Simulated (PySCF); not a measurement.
Redox energetics: chlorine fluoride

Molecule: chlorine fluoride, `FCl` (ClF). Optimised structure (Å), atoms numbered from 1:
```
F     0.8264   -0.0032   -0.0088
Cl   -0.8209    0.0057   -0.0195
```

These are calculated values, PBE0-D3(BJ)/ma-def2-TZVP in PySCF (grid level 2) at geometries from PBE0-D3(BJ)/ma-def2-SVP. The prefix ma- adds one diffuse s and one diffuse p function on all atoms but H. Thermal corrections: PBE0-D3(BJ)/ma-def2-SVP frequencies, unscaled, ideal gas at 298.15 K and 1 bar, quasi-RRHO entropy.

Frontier levels of the parent: HOMO -9.56 eV, LUMO -3.38 eV.

Oxidation to the radical cation:
- Vertical ionisation energy (electronic): 12.74 eV
- Adiabatic ionisation energy (with zero-point energy): 12.51 eV
- Adiabatic, electronic part: 12.50 eV
- Vertical gap at the product's structure: 12.44 eV
- Inner reorganisation energy (four-point): 308 meV
- Relaxation of product / of parent: 246 / 62 meV
- ⟨S²⟩ of the product: 0.754
- Largest spin populations: Cl2 0.79, F1 0.21
- Largest changes of atomic charge: Cl2 0.78, F1 0.22
- Distances that move most (Å): F1–Cl2 1.647 → 1.554

Reduction to the radical anion, in which a bond forms, breaks or stretches far on relaxation ([ClF]-•):
- Vertical electron affinity (electronic): 0.77 eV
- Adiabatic electron affinity (with zero-point energy): 2.51 eV
- Adiabatic, electronic part: 2.48 eV
- Vertical gap at the product's structure: 4.81 eV
- ⟨S²⟩ of the product: 0.756
- Largest spin populations: Cl2 0.53, F1 0.47
- Largest changes of atomic charge: Cl2 -0.79, F1 -0.21
- Distances that move most (Å): F1–Cl2 1.647 → 2.254

Against the Active Thermochemical Tables (version 1.112): ionisation energy to the radical cation 12.66 (computed 12.51, error -0.15) eV.

Measured values (NIST Chemistry WebBook, evaluated or the median of agreeing entries): vertical ionisation energy 12.77 eV (computed 12.74, difference -0.03); adiabatic ionisation energy 12.66 eV (computed 12.51, difference -0.15).

Caveats: spin-orbit coupling is left out of the energies, which matters for open shells on the heavier atoms; the split of the reorganisation energy is sensitive to the structures, which come from another level (PBE0-D3(BJ)/ma-def2-SVP).
